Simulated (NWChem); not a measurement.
## Polarisability of CHO (+1)

```xyz
3

C      0.0000     0.0000    -0.5219
O      0.0000     0.0000     0.5966
H      0.0000     0.0000    -1.6409
```
Charge +1, spin multiplicity 1.

All runs are NWChem calculations. Structure: optimised with PBE/def2-SVP, a minimum by its harmonic frequencies.

Basis set: 6-31G*. Static limit. This basis has no diffuse functions, which lowers polarisabilities.

```json
[
 {"method": "HF", "isotropic polarisability (bohr³)": "8.21", "difference from CCSD linear response": "-0.16"},
 {"method": "PBE", "isotropic polarisability (bohr³)": "8.38", "difference from CCSD linear response": "0.00"},
 {"method": "B3LYP", "isotropic polarisability (bohr³)": "8.31", "difference from CCSD linear response": "-0.06"},
 {"method": "LDA (SVWN5)", "isotropic polarisability (bohr³)": "8.39", "difference from CCSD linear response": "+0.01"},
 {"method": "CCSD linear response", "isotropic polarisability (bohr³)": "8.38", "difference from CCSD linear response": "0.00"}
]
```

The values span 0.17 bohr³, from HF (lowest) to LDA (SVWN5) (highest). 

The correlated methods keep 2 core orbitals frozen. B3LYP has NWChem's definition, with VWN1-RPA local correlation. The Pople sets run with spherical d functions. The structure started from a generated list of species. Coupled-cluster values serve here as a point of comparison, not as the truth.
